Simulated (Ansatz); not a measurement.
Input file:

```yaml
crystal:
  periodic: [false, false, false]
  atoms:
    - {symbol: Cl, position_ang: [0.017539, -0.372733, 1.703409]}
    - {symbol: Si, position_ang: [0.019119, 0.850411, 0.036379]}
    - {symbol: P, position_ang: [-0.080618, -0.331858, -1.912861]}
    - {symbol: H, position_ang: [1.327734, -0.387755, -2.147109]}
basis:
  gaussian: {orbitals: cc-pVDZ}
total_charge: 1
magnetization: {spin_polarized: false, initial_magnetization: 4}
correlation: {active_space: {ras: {orbitals: [6, 4, 34], electrons: 16, max_holes: 2, max_particles: 2}, fixed_orbitals: true}}
accuracy: high
scf: {lower_state_search: light}
```

```sh
$ ansatz run in.yaml --threads 1 --pin off --events-out ev --progress --plain --max-ram 2393MiB
```

Output:

```
1267 factors; integrals over basis functions are off by at most 3.2e-9 eV
mean field evaluation 1: about -29639.8548 eV, gradient 2.1e1 eV
mean field evaluation 2: about -29639.9061 eV, gradient 2.1e1 eV
mean field evaluation 4: about -29642.4032 eV, gradient 1.0e1 eV
mean field evaluation 8: about -29643.2022 eV, gradient 4.8e-1 eV
mean field evaluation 16: about -29643.2144 eV, gradient 1.0e-5 eV
mean field evaluation 32: about -29642.0949 eV, gradient 4.7e0 eV
mean field evaluation 64: about -29641.7207 eV, gradient 8.9e-2 eV
mean field evaluation 96: about -29642.9897 eV, gradient 4.1e0 eV
mean field -29643.21440253 eV, -1089.3680364008 hartree, gradient 2.5e-8 eV, S^2 6.000000; 4 other end points of the search recorded, 0 dependent functions left out
reference -29643.21440253 eV, -1089.3680364008 hartree; 25, 21 occupied and 34, 38 virtual orbitals, 1267 factors
state -29650.69088936 eV, -1089.6427922237 hartree
Total energy: -29650.69088936 eV, -1089.6427922237 hartree
```

Ran on 1 thread of Arm Neoverse V2, shared host: 53 s wall, 0.27 GiB peak host memory.
